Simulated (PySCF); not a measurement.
# How methods differ on the ionisation energy of Ne

Ne [Ne] (1S) → Ne⁺ [He] 2s2 2p5 (2P), as a difference of total energies. Calculation: PySCF 2.14, in aug-cc-pCVTZ-DK (7s6p4d2f, 59 functions); the spin-free X2C one-electron Hamiltonian (Gaussian nucleus). Correlated levels: valence: 1s2 frozen. The calculations carry no spin-orbit coupling.

```tsv
method	ionisation energy (eV)	error (eV)
UHF	19.670	-1.927
MP2 (valence)	21.651	+0.054
SCS-MP2 (valence)	21.503	-0.094
CCSD (valence)	21.374	-0.223
CCSD(T) (valence)	21.446	-0.151
```

Reference: 21.597 eV (measured; NIST levels, between the centres of gravity of the two terms).

Errors of the correlated levels include the incompleteness of this basis and the frozen core.
